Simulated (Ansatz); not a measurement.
# A rate constant, worked out

An elementary step of CH₆SSi, closed shell (CH₄Si ([CH3][SiH]) + H₂S → CH₆SSi ([CH3][SiH2][SH]); H–S broken or loosened, Si–H, Si–S formed or tightened). The start structure is the complex of the reactants, bound by 0.52 eV, and the electronic barrier above it is 0.452 eV by CCSD(T) at an estimated basis limit (MP2 extrapolated from triple and quadruple zeta, plus CCSD(T) − MP2 in triple zeta). Ansatz 0.2.0; basis: def2-TZVPP and def2-QZVPP; cores frozen in the correlated methods. Extrapolation: Hartree–Fock as exp(−7.88 √X), correlation as X^−2.97. Harmonic wavenumbers at PBE0-D4/def2-TZVP (Ansatz 0.2.0), in cm⁻¹:

Start: 121, 149, 173, 257, 453, 497, 619, 625, 742, 792, 907, 1196, 1255, 1443, 1454, 1979, 2682, 2720, 3026, 3100, 3127.

Saddle: 423i, 116, 166, 214, 315, 499, 596, 650, 663, 772, 927, 1109, 1259, 1438, 1448, 1578, 2101, 2723, 3036, 3115, 3146.

Task: Work out the transition-state-theory rate constant at 800 K from these numbers alone (harmonic vibrations; rotation, path degeneracy and anharmonicity left out), and the Wigner tunnelling factor. Use 1 cm⁻¹ = 1.2398 × 10⁻⁴ eV and k_B = 8.617 × 10⁻⁵ eV/K.

Result: Zero-point energies, half the sums: start 27317/2 cm⁻¹ = 1.6934 eV; saddle, real modes only, 25871/2 cm⁻¹ = 1.6038 eV.
Barrier with zero-point energy: 0.452 + 1.6038 − 1.6934 = 0.3624 eV.
k_BT = 0.06894 eV, so the barrier is 5.26 k_BT.
Vibrational partition functions from the zero-point level, ln q = −Σ ln(1 − exp(−hν/k_BT)): start 8.538, saddle 7.690.
k = (k_BT/h) exp(ln q‡ − ln q) exp(−E0/k_BT), with log₁₀(k_BT/h in s⁻¹) = 13.22: log₁₀ k = 13.22 + (-0.848 − 5.26)/2.3026 = 10.57, so k ≈ 4 × 10^(10) s⁻¹.
Wigner factor: 1 + (hν‡/k_BT)²/24 = 1 + (0.76)²/24 = 1.02. A change of 1 kcal/mol (0.043 eV) in the barrier would change k by a factor of 1.9 at this temperature.

T1 diagnostic: at most 0.016. The restricted Hartree–Fock reference is unstable towards an unrestricted one at one or more of these structures.

Losses and insertions of silylenes and their heavier kin drive the gas-phase chemistry of silicon and germanium vapour deposition.

Labels in which every atom is bracketed show which atoms are joined, not bond orders.

For scale, one of the runs: CCSD(T)/def2-TZVPP, 199 basis functions, launched by `ansatz run in.yaml --threads 2 --pin off --events-out ev --progress --plain --max-ram 4352MiB`. Hardware: 2 CPU threads of an Arm Neoverse V2, shared host. Wall time 37 s; peak host memory 2.2 GiB.
